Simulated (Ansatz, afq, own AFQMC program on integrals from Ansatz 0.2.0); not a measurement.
## CH₂N, quartet: AFQMC among the cluster methods

```xyz
4

N    -0.0301   -0.1308    0.6612
C     0.1162    0.1026   -0.7459
H    -0.2826    0.7427    1.1410
H    -0.6838   -0.1484   -1.4423
```

Connectivity, by distances: NH–CH.

Basis cc-pVDZ. Noble-gas cores (and the filled d shells of Ga–Kr and In–Xe) are frozen. Integrals, coupled cluster, full CI and functionals: Ansatz 0.2.0; the random walks run on the same integrals in our own AFQMC program. ph-AFQMC/CISD is guided by a CISD state made of CCSD amplitudes; releasing the constraint for a short imaginary time cuts its bias at the price of noise, slowly where states lie close. Free AFQMC starts from the CCSD state and is never constrained. Its projection time is finite, and what remains of the start isn't in its error. Uncertainties: one standard error, sampling alone.

Determinant: UHF, the one that the program's search chose, which needn't be the lowest solution. The geometry is a point of a scan.

No full CI on the walks' own integrals is used here; CCSDT(Q) serves as the reference and is uncertain by about the last step of the cluster series.

Cautions: lower spins were not checked.

```
T1 diagnostic                               : 0.0195
weight of the determinant in the CISD state : 0.906
⟨S²⟩ of the determinant                     : 3.763
size of the correlated space                : 11 electrons in 36 orbitals
```

| level | correlation energy (eV) |
| --- | --- |
| MP2 | -5.8736 |
| CCSD | -6.7264 |
| CCSD(T) | -6.8801 |

Task: Estimate where AFQMC with the constraint released lies against CCSD(T) on the same integrals.

Result: 1.6 ± 1.9 kJ/mol below CCSD(T). The gap is under twice the noise, so this walk alone can't tell the two apart.

Reference: CCSDT(Q), correlation energy -6.913 eV. The released energy is read at 2.40 1/Eh (meV from the phaseless value at times in 1/Eh: -20 ± 13 at 0.24, -35 ± 12 at 0.51, -40 ± 14 at 0.99, -18 ± 17 at 1.62, -4 ± 19 at 2.40).

| level | E − E(reference) (kJ/mol) | share of correlation (%) |
| --- | --- | --- |
| CCSD(T) | 3.1 | 99.53 |
| CCSDT | 1.0 | 99.85 |
| ph-AFQMC/HF | 1.2 ± 4.0 | 99.81 |
| ph-AFQMC/CISD | 2.0 ± 1.0 | 99.71 |
| released AFQMC | 1.6 ± 1.9 | 99.77 |
| free AFQMC | 0.9 ± 1.0 | 99.87 |

Free projections are given only where their last times agree within the noise and don't stop above the reference; a slow remainder of the start can still hide under it. Released energies are given only where the last usable release times agree within the noise; a slower fall can still hide under it.
